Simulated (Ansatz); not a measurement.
Correlation energies of `Cl[Si]Cl` by basis set

```xyz
3

Cl   -0.356   -0.653    1.490
Si    0.869    0.124    0.003
Cl   -0.514    0.529   -1.493
```

Charge 0, multiplicity 1. Geometry: relaxed with PBE0-D4/def2-TZVP. Frozen core, restricted reference, Ansatz 0.2.0. CBS rows extrapolate triple and quadruple zeta.

```json
{"basis": "def2-SVP", "HF (Eh)": "-1207.61329", "MP2 corr.": "-0.33954", "CCSD corr.": "-0.37392", "(T)": "-0.00982", "CCSD(T) total": "-1207.99703"}
{"basis": "def2-TZVPP", "HF (Eh)": "-1208.03525", "MP2 corr.": "-0.47269", "CCSD corr.": "-0.51231", "(T)": "-0.02399", "CCSD(T) total": "-1208.57155"}
{"basis": "def2-QZVPP", "HF (Eh)": "-1208.06936", "MP2 corr.": "-0.52067", "CCSD corr.": "-0.55618", "(T)": "-0.02845", "CCSD(T) total": "-1208.65399"}
{"basis": "CBS(def2)", "HF (Eh)": "-1208.07405", "MP2 corr.": "-0.55622", "CCSD corr.": "-0.58867", "(T)": "-0.03175", "CCSD(T) total": "-1208.69447"}
{"basis": "cc-pV(D+d)Z", "HF (Eh)": "-1208.01384", "MP2 corr.": "-0.35084", "CCSD corr.": "-0.38726", "(T)": "-0.01118", "CCSD(T) total": "-1208.41228"}
{"basis": "cc-pV(T+d)Z", "HF (Eh)": "-1208.05860", "MP2 corr.": "-0.47195", "CCSD corr.": "-0.51179", "(T)": "-0.02396", "CCSD(T) total": "-1208.59435"}
{"basis": "cc-pV(Q+d)Z", "HF (Eh)": "-1208.06830", "MP2 corr.": "-0.51916", "CCSD corr.": "-0.55497", "(T)": "-0.02834", "CCSD(T) total": "-1208.65161"}
{"basis": "CBS(cc)", "HF (Eh)": "-1208.07122", "MP2 corr.": "-0.55277", "CCSD corr.": "-0.58570", "(T)": "-0.03145", "CCSD(T) total": "-1208.68837"}
```
